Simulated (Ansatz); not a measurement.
## What a trial cell of Ti3RhPb relaxes into

The calculation used DFT PBE, scalar-relativistic, plane waves, PAW in Ansatz 0.2.0. Cutoff 420 eV, Γ-centred k mesh, Gaussian smearing, no spin polarisation in the final step.

Ti3RhPb was placed on the sites of a reported BaTiO3 cell (P4/mmm, No. 123), with Rh in place of Ba, Pb in place of Ti, Ti in place of O, at a guessed volume.

```xyz
5
Lattice="4.2132 0.0000 0.0000 0.0000 4.2132 0.0000 0.0000 0.0000 4.2324" Properties=species:S:1:pos:R:3 pbc="T T T"
Ti    2.1066    2.1066    0.0000
Ti    2.1066    0.0000    2.1162
Ti    0.0000    2.1066    2.1162
Rh    0.0000    0.0000    0.0000
Pb    2.1066    2.1066    2.1162
```

Steps on the 4×4×4 mesh (5 atoms). 9 of 10 steps are shown, and the free energy counts from the last. Trial steps that were taken back and renewals of the plane-wave basis can be among the rows.

```tsv
step	ΔF (meV/atom)	V (Å³/atom)	P (GPa)
1	2172.2	15.03	106.32
2	1032.3	17.31	58.18
3	386.0	19.82	27.18
4	112.3	22.60	5.94
5	94.2	23.52	0.49
7	23.6	23.61	5.12
8	3.7	24.54	1.89
9	0.2	25.12	0.19
10	0.0	25.12	0.16
```

A final relaxation ran on a 8×8×8 mesh. The relaxed crystal, Pm-3m (No. 221):

```cif
data_structure
_symmetry_space_group_name_H-M 'Pm-3m'
_symmetry_Int_Tables_number 221
_cell_length_a 5.0159
_cell_length_b 5.0159
_cell_length_c 5.0159
_cell_angle_alpha 90.000
_cell_angle_beta 90.000
_cell_angle_gamma 90.000
_cell_volume 126.20
loop_
_atom_site_label
_atom_site_type_symbol
_atom_site_symmetry_multiplicity
_atom_site_Wyckoff_symbol
_atom_site_fract_x
_atom_site_fract_y
_atom_site_fract_z
_atom_site_occupancy
Ti1 Ti 3 c 0.50000 0.50000 0.00000 1
Rh1 Rh 1 a 0.00000 0.00000 0.00000 1
Pb1 Pb 1 b 0.50000 0.50000 0.50000 1
```

```yaml
Volume_per_atom: 25.24 Å³
Density: 5.97 g/cm³
Energy_over_the_elements: 1.55 eV/atom
Gap_on_the_8×8×8_mesh: 0 eV (a metal)
```

Formation energies are uncorrected and refer to the elements' standard structures at the same level.

The final run used a 8×8×8 mesh on its 5-atom cell and 0.10 eV smearing. For metals, differences of a few meV/atom aren't resolved. Spin–orbit coupling is left out.

A structure relaxed within its symmetry needn't be a true minimum.

Cost: 3 runs of about 2.1 core-minutes in all, on Arm Neoverse V1 (shared hosts).